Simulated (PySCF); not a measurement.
**Worked example: the step energy**

An elementary step of SiNH$_{6}$F, closed shell (SiNH₄F ([NH2][SiH2][F]) + H₂ → SiNH₅ ([NH2][SiH3]) + HF; Si–F, H–H broken or loosened, Si–H, F–H formed or tightened). “Start” and “end” are the PBE0-D4/def2-TZVP structures reached by relaxing down either side of its saddle point, with the molecules still in contact.

Program: PySCF 2.14 with density fitting (its default auxiliary sets; JK sets also for MP2 and CCSD(T)). Basis: def2-TZVPP and def2-QZVPP. Cores are frozen in the correlated methods.

Energies in eV:

| quantity | end | start |
| --- | --- | --- |
| Hartree–Fock, triple zeta (X = 3) | -12147.61173 | -12149.02017 |
| Hartree–Fock, quadruple zeta (X = 4) | -12148.07439 | -12149.50852 |
| MP2 correlation, X = 3 | -17.02120 | -16.95841 |
| MP2 correlation, X = 4 | -18.40530 | -18.34214 |
| CCSD(T) correlation, X = 3 | -18.48781 | -18.37445 |

Question: Work out the step energy at the basis limit: extrapolate Hartree–Fock as E(X) = E∞ + A exp(−7.88 √X) and the MP2 correlation as E(X) = E∞ + B X^−2.97 (the exponents that Neese and Valeev fitted for def2-TZVPP and QZVPP), then add CCSD(T) − MP2 in triple zeta.

Answer: Each step is linear, so take the differences first (end − start): Hartree–Fock 1.40844 (X = 3) and 1.43413 (X = 4); MP2 correlation -0.06279 and -0.06316; CCSD(T) correlation -0.11336.
Two points give E∞ = E(4) + w [E(4) − E(3)], with w = 1/(exp(7.88 (2 − √3)) − 1) = 0.1377 for Hartree–Fock and w = 1/((4/3)^2.97 − 1) = 0.7407 for the correlation.
Hartree–Fock: 1.43413 + 0.1377 × 0.02569 = 1.4377 eV.
MP2 correlation: -0.06316 + 0.7407 × (-0.00037) = -0.0634 eV.
CCSD(T) − MP2: -0.11336 − (-0.06279) = -0.0506 eV.
Sum: 1.4377 + (-0.0634) + (-0.0506) = 1.3237 eV, or 30.53 kcal/mol. Plain CCSD(T) in triple zeta gives 1.2951 eV, so the larger basis shifts the result by 0.0286 eV.

No T1 diagnostic of these runs exceeds 0.013.

Labels in which every atom is bracketed show which atoms are joined, not bond orders.

For scale, one of the runs: CCSD(T)/def2-TZVPP, 188 basis functions, launched by `OMP_NUM_THREADS=4 python run.py`. The run took 6.1 min on 4 CPU threads of an Arm Neoverse V1 (shared host), with 2 GiB of host memory at its peak.
